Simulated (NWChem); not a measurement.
## Basis-set convergence for methyl formate (C$_{2}$H$_{4}$O$_{2}$)

SMILES: COC=O
```xyz
8

C     -1.3881    -0.3066     0.1041
O     -0.0612    -0.8351     0.2593
C      0.9395     0.0265    -0.0143
O      0.8067     1.1756    -0.3698
H     -1.5665     0.0101    -0.9434
H     -2.0780    -1.1231     0.3813
H     -1.5431     0.5713     0.7632
H      1.9150    -0.5014     0.1435
```
Charge 0, spin multiplicity 1.

Everything below was run with NWChem. All single points use one geometry, from PBE/def2-SVP, a minimum by its harmonic frequencies. It is one conformer; others weren't searched.

Quantity: dipole moment at the level PBE0.

The Pople sets run with spherical d functions.

Costs are rough ratios of processor time within this set of runs, SCF included, with 6-31G* as 1.

```json
[
 {"basis": "6-31G*", "functions": "64", "dipole moment (D)": "1.82", "relative cost": "1"},
 {"basis": "cc-pVDZ", "functions": "76", "dipole moment (D)": "[?]", "relative cost": "under 3"},
 {"basis": "def2-SVP", "functions": "76", "dipole moment (D)": "1.81", "relative cost": "under 3"},
 {"basis": "6-311G**", "functions": "96", "dipole moment (D)": "1.82", "relative cost": "under 3"},
 {"basis": "6-311++G**", "functions": "116", "dipole moment (D)": "1.91", "relative cost": "4"},
 {"basis": "def2-SVPD", "functions": "118", "dipole moment (D)": "1.94", "relative cost": "4"},
 {"basis": "aug-cc-pVDZ", "functions": "128", "dipole moment (D)": "1.92", "relative cost": "5"},
 {"basis": "cc-pVTZ", "functions": "176", "dipole moment (D)": "[?]", "relative cost": "10"},
 {"basis": "pcseg-2", "functions": "176", "dipole moment (D)": "1.94", "relative cost": "10"},
 {"basis": "def2-TZVPP", "functions": "180", "dipole moment (D)": "1.91", "relative cost": "20"}
]
```

Q: What belongs in the gaps?

A: 
- cc-pVDZ, dipole moment (D): 1.79
- cc-pVTZ, dipole moment (D): 1.88
